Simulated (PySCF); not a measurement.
Numbering as in the mapped SMILES `[N:1]#[C:2][CH:3]=[C:4]=[S:5]`. Each H is labelled by its parent atom.

Geometry: GFN2-xTB; GIAO absolute shieldings from PySCF 2.14, gas phase, non-relativistic, averaged over equivalent atoms.

At PBE0/pcSseg-1 (97 basis functions, 10 s wall time on 1 thread of an Arm Neoverse N1, shared host):
| atoms | σ (ppm) |
| --- | --- |
| N1 | -82.3 |
| C4 | -79.4 |
| C2 | 75.8 |
| C3 | 137.1 |
| S5 | 103.5 |
| H(C3) | 26.70 |

**Question.** What do these become at PW91/pcSseg-1?

**Answer.** 
```json
{"atoms": "N1", "σ at PW91/pcSseg-1": "-88.4", "change": "-6.1"}
{"atoms": "C4", "σ at PW91/pcSseg-1": "-81.8", "change": "-2.4"}
{"atoms": "C2", "σ at PW91/pcSseg-1": "74.5", "change": "-1.3"}
{"atoms": "C3", "σ at PW91/pcSseg-1": "133.9", "change": "-3.2"}
{"atoms": "S5", "σ at PW91/pcSseg-1": "99.6", "change": "-3.9"}
{"atoms": "H(C3)", "σ at PW91/pcSseg-1": "26.78", "change": "+0.08"}
```

The largest change is at N1 (nitrile nitrogen). Cost: 97 basis functions, 9.4 s wall time on 1 thread of an Arm Neoverse N1, shared host. The order of the carbon signals is the same at both levels.
